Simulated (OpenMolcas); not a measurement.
PNH4 (SMILES N=[PH3]): methods side by side

The species is PNH4 (6 atoms), meant as a singlet with charge 0. SMILES: `N=[PH3]`. The coordinates come from a GFN2-xTB relaxation.

```xyz
6

N     0.6145   -0.7126    0.8681
P    -0.1568    0.2251   -0.0815
H     1.0353   -1.5193    0.4338
H    -1.2997   -0.1796   -0.7813
H     0.4653    0.9308   -1.1183
H    -0.6585    1.2556    0.6793
```

Quantity: the energy change with the P2–H5 bond stretched from 1.400 to 1.750 Å, in eV. The values are calculated.

```
                     level                   kind     program  value (eV)  less FCI/STO-3G
 SVWN5/STO-3G (restricted)                    LDA  OpenMolcas        0.48            -0.01
r2SCAN/STO-3G (restricted)               meta-GGA  OpenMolcas        0.53            +0.04
 B3LYP/STO-3G (restricted)          global hybrid  OpenMolcas        0.58            +0.09
M06-2X/STO-3G (restricted)        hybrid meta-GGA  OpenMolcas        0.79            +0.30
  PBE0/STO-3G (restricted)          global hybrid  OpenMolcas        0.65            +0.16
   MP2/STO-3G (restricted)    perturbation theory  OpenMolcas        0.74            +0.25
  ACPF/STO-3G (restricted)  coupled cluster or CI  OpenMolcas        0.47            -0.02
  CISD/STO-3G (restricted)  coupled cluster or CI  OpenMolcas        0.66            +0.17
                FCI/STO-3G     exact in the basis  OpenMolcas        0.49             0.00
```

FCI/STO-3G is exact within its basis and frozen core, so for wave-function methods in that basis the difference is their error; functionals converge differently with the basis, so for them it is only a difference. The first shape isn't each level's own minimum. The values span 0.47 to 0.79 eV. All rows use very small basis sets, so even the best lies far from the true value.
